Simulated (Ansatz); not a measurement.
A nudged elastic band was laid between two geometries of BH3O + ClH (7 atoms, charge 0, multiplicity 1).

Theory: RKS PBE-D4/def2-SVP (Ansatz).

```json
{
  "movable images": "7",
  "climbing image": "yes",
  "spring": "5.0 eV/Å²",
  "optimiser": "quadratic models (default)",
  "start path": "through a guess of the saddle point",
  "force threshold": "0.05 eV/Å",
  "iteration limit": "60",
  "end points": "relaxed"
}
```

Initial state:

```xyz
7
Properties=species:S:1:pos:R:3
B -0.137 -0.433 -0.016
O -0.508 0.167 1.151
H -1.144 -0.349 1.682
H 0.652 0.177 -0.707
H -0.597 -1.522 -0.312
Cl 0.791 3.003 1.650
H 0.184 1.842 1.577
```

Final state:

```xyz
7
Properties=species:S:1:pos:R:3
B 0.029 0.352 0.031
O -0.144 -0.103 1.634
H -1.080 0.085 1.862
H 1.174 0.027 -0.224
H -0.883 -0.244 -0.515
Cl -0.218 2.187 0.109
H 0.363 0.581 2.127
```

Task: What changes between the two ends?

Result: Bonds broken: Cl6–H7. Bonds formed: B1–Cl6, O2–H7. BH3O + ClH becomes BClH4O.

Task: Give the energies along the band, and the barrier.

Result: The run converged. The highest image is number 5 of 0 to 8, 55.0 kJ/mol above the first end and 56.2 kJ/mol above the last; the last end lies 1.2 kJ/mol below the first. A vibrational analysis at the climbing image gives one clearly imaginary mode, 771i cm⁻¹: a first-order saddle point. The orbitals stay closed-shell, which can raise the energy where a bond breaks towards radicals; this wasn't checked here.

| image | path coordinate (Å) | energy (kJ/mol) | Cl6–H7 (Å) | B1–Cl6 (Å) | O2–H7 (Å) |
| --- | --- | --- | --- | --- | --- |
| 0 | 0.00 | 0.0 | 1.31 | 3.93 | 1.86 |
| 1 | 0.61 | 1.0 | 1.31 | 3.83 | 1.88 |
| 2 | 1.22 | 3.3 | 1.31 | 3.66 | 1.94 |
| 3 | 1.83 | 5.7 | 1.31 | 3.34 | 2.04 |
| 4 | 2.44 | 15.6 | 1.32 | 2.81 | 1.88 |
| 5 | 3.05 | 55.0 | 1.49 | 2.23 | 1.34 |
| 6 | 3.52 | 11.0 | 1.92 | 1.94 | 1.03 |
| 7 | 3.98 | -0.9 | 2.41 | 1.86 | 0.99 |
| 8 | 4.44 | -1.2 | 2.64 | 1.85 | 0.98 |

Task: What is the geometry of the highest image?

Result: 
```xyz
7
Properties=species:S:1:pos:R:3
B 0.041 0.057 0.169
O -0.084 -0.096 1.646
H -1.015 -0.263 1.889
H 1.157 -0.153 -0.242
H -0.960 -0.161 -0.482
Cl 0.081 2.265 0.484
H 0.020 1.236 1.560
```

Task: What are the harmonic wavenumbers there?

Result: 771i, 387, 475, 527, 650, 816, 959, 1046, 1066, 1118, 1211, 1485, 2533, 2658, 3698 cm⁻¹.

The run took 2.3 min on 1 thread of Arm Neoverse V1 (shared host), peak memory 0.12 GiB.
